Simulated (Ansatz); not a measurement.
# SiH₄O (triplet): wave-function methods side by side at distance Si1–H5 along a hydrogen transfer = 1.485 Å, cc-pVDZ

An exercise on one series of results from a longer session: the logs are not shown, and one member is left open.

The runs use Ansatz 0.2.0, Gaussian basis; cc-pVDZ, core rule «outside noble gas», up to 6 orbitals frozen.

To be run: UHF; CCSD(T) on ROHF; CCSD(T) on UHF; BCCD(T) on ROHF; CISD; CCSDT(Q) on ROHF; CCSDT(Q) on UHF; CASSCF and MRCISD+Q, 4 electrons in 4 orbitals; CASSCF and NEVPT2, 4 electrons in 4 orbitals.

10 further runs of the same task are left out: 1 for a mislabelled method, 9 that didn't finish.

## The geometry

The geometry derives from fragments relaxed apart (PBE0/def2-TZVP) and kept rigid, so it is no stationary point. A hydrogen atom is moved between rigid fragments.

6 atoms, charge 0, spin multiplicity 3.

Atoms are counted from 1 here; the program's logs count them from 0.

Bond lengths: Si1–H2 1.485 Å, Si1–H3 1.485 Å, Si1–H4 1.485 Å, Si1–H5 1.485 Å. Angles: H2–Si1–H3 109.5°, H2–Si1–H4 109.5°, H2–Si1–H5 109.5°, H3–Si1–H4 109.5°, H3–Si1–H5 109.5°, H4–Si1–H5 109.5°.

The first run:

in.yaml reads:

```yaml
crystal:
  periodic: [false, false, false]
  atoms:
    - {symbol: Si, position_ang: [-0.943671, 0.000000, 0.000000]}
    - {symbol: H, position_ang: [-1.438543, 1.399708, 0.000000]}
    - {symbol: H, position_ang: [-1.438542, -0.699854, 1.212183]}
    - {symbol: H, position_ang: [-1.438543, -0.699854, -1.212183]}
    - {symbol: H, position_ang: [0.540944, 0.000000, 0.000000]}
    - {symbol: O, position_ang: [1.894329, 0.000000, 0.000000]}
basis:
  gaussian: {orbitals: cc-pVDZ}
magnetization: {spin_polarized: true, initial_magnetization: 2}
hamiltonian: {xc: hf}
output: {orbitals: {seedname: orbitals}}
```

Started as:

```sh
> ansatz run in.yaml --threads 1 --pin off --events-out ev --progress --plain --max-ram 2393MiB
```

Among the steps run: UHF; CCSD(T) on ROHF; CCSD(T) on UHF; BCCD(T) on ROHF; CISD; CCSDT(Q) on ROHF; CCSDT(Q) on UHF; CASSCF and MRCISD+Q, 4 electrons in 4 orbitals; CASSCF and NEVPT2, 4 electrons in 4 orbitals.

One of the session's tables, all rows but one given; the rest of the session is left out.

| method | from UCCSDT(Q) (meV) |
| --- | --- |
| ROHF | +8119.8 |
| UHF | +7863.7 |
| RMP2 | +1463.6 |
| UMP2 | +1445.6 |
| CISD | ? |
| RCCSD | +168.5 |
| UCCSD | +163.5 |
| RCCSD(T) | +35.2 |
| UCCSD(T) | +34.1 |
| BCCD(T) | +35.6 |
| RCCSDT | +9.2 |
| UCCSDT | +7.8 |
| RCCSDT(Q) | +1.3 |
| UCCSDT(Q) | 0 |
| CASSCF pair | +7614.3 |
| NEVPT2 pair | +1380.3 |
| MRCISD pair | +743.8 |
| MRCISD+Q pair | +96.2 |

Q: Estimate the row for CISD from the others.

**Answer.** from UCCSDT(Q) (meV): +835.8. In the column «from UCCSDT(Q) (meV)» it lies between MRCISD pair (+743.8) and NEVPT2 pair (+1380.3).

Caveats from the session: Restricted and unrestricted rows rest on different reference determinants; where their highest levels disagree by more than a few hundredths of an eV, they describe different states and don't form one ladder.
